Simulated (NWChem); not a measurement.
**Correlation energy of CH$_{3}$**

```xyz
4

C      0.0000     0.0000     0.0000
H      0.0000     0.0000     1.0908
H     -0.9447     0.0000    -0.5454
H      0.9447     0.0000    -0.5454
```
Charge 0, spin multiplicity 2.

All runs are NWChem calculations. All single points use one geometry, from UB3LYP/def2-SVP, a minimum by its harmonic frequencies.

Basis set: cc-pVTZ. Each correlation energy counts from its own Hartree-Fock reference.

The correlated methods keep 1 core orbital frozen. The structure started from a generated list of species. The unpaired electrons of the parent sit in orbitals of symmetry b2 (C2v labels of the run); other states weren't searched. The stability of the SCF solutions was not checked. Open-shell Hartree-Fock references start from PBE0 orbitals. Coupled-cluster values serve here as a point of comparison, not as the truth.

Question: One of these methods gave a correlation energy of -188.6 mHa. Which?
A) SCS-UMP2
B) URI-MP2
C) CCSD on ROHF
D) CCSD(T) on ROHF

Answer: D, CCSD(T) on ROHF. The others give -164.1 (SCS-UMP2), -183.6 (CCSD on ROHF), -158.3 (URI-MP2).
